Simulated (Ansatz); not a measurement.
Process, species as SMILES: [CH3] (CH3) → C atom + 3 H atom
B3LYP-D3(BJ)/def2-TZVP geometries, fixed; electronic energies without zero-point terms.

Effect of a fitting basis named in the input at PBE/aug-cc-pVQZ with Ansatz (a program for electronic structure), against the last row, where the atomisation energy is 310.10 kcal/mol. Open shells are unrestricted. The default fits or decomposes integrals by the program's own choice; accuracy: high also tightens integrals, grids and stops.

| setting | largest shift of a total energy (mEh) | shift of the atomisation energy (kcal/mol) |
|---|---|---|
| fitting: def2-SV(P)-JKFIT | -0.052 | -0.003 |
| fitting: def2-universal-JKFIT | -0.052 | -0.003 |
| fitting: cc-pVTZ-JKFIT | -0.016 | -0.002 |
| fitting: cc-pVQZ-JKFIT | -0.005 | -0.009 |
| fitting: cc-pV5Z-JKFIT | -0.005 | -0.009 |
| fitting: def2-universal-JFIT | -0.090 | 0.051 |
| accuracy: high | 0.001 | 0.000 |
| accuracy: medium (default) | 0.000 | 0.000 |

Within 0.02 kcal/mol in the atomisation energy: fitting: def2-SV(P)-JKFIT; fitting: def2-universal-JKFIT; fitting: cc-pVTZ-JKFIT; fitting: cc-pVQZ-JKFIT; fitting: cc-pV5Z-JKFIT; accuracy: high. The largest shift is 0.090 mEh in a total energy and 0.051 kcal/mol in the difference.
